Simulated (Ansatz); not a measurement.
Born–Oppenheimer molecular dynamics of CH$_{2}$AlSi (5 atoms, charge 0, multiplicity 2). It starts at the highest image of a converged band, a first-order saddle point between two minima.

Method: Ansatz, UKS PBE-D4/def2-SVP.

```
ensemble                      : NVE (velocity Verlet)
time step                     : 0.5 fs
steps asked                   : 200
starting velocities drawn for : 100 K
seed                          : 6490
```

First frame:

```xyz
5
Properties=species:S:1:pos:R:3
Al -1.325 -0.208 -0.795
C 0.428 -0.183 -0.189
Si 2.135 -0.335 0.070
H -2.791 0.275 -0.390
H 1.553 0.450 1.304
```

Task: How far do the bonds stretch over the last three quarters of this one trajectory? (Pairs bonded in most of those frames.)

Result: 
```tsv
bond	mean (Å)	spread (Å)	shortest	longest
Al1–C2	1.802	0.018	1.77	1.83
Al1–H4	1.590	0.005	1.58	1.60
C2–Si3	1.724	0.024	1.69	1.76
Si3–H5	1.549	0.010	1.52	1.57
```

Mean temperature of the second half: 338 K. The conserved energy stayed within 0.01 meV per atom of its start (net change -0.0088 meV per atom), so the integration is sound. The system heated up, since it started high on the potential surface and ran downhill. A run of 0.1 ps of so small a system gives no equilibrium averages.

Run time: 11 min on 1 thread of Arm Neoverse N1, on a shared host, peak memory 0.12 GiB.
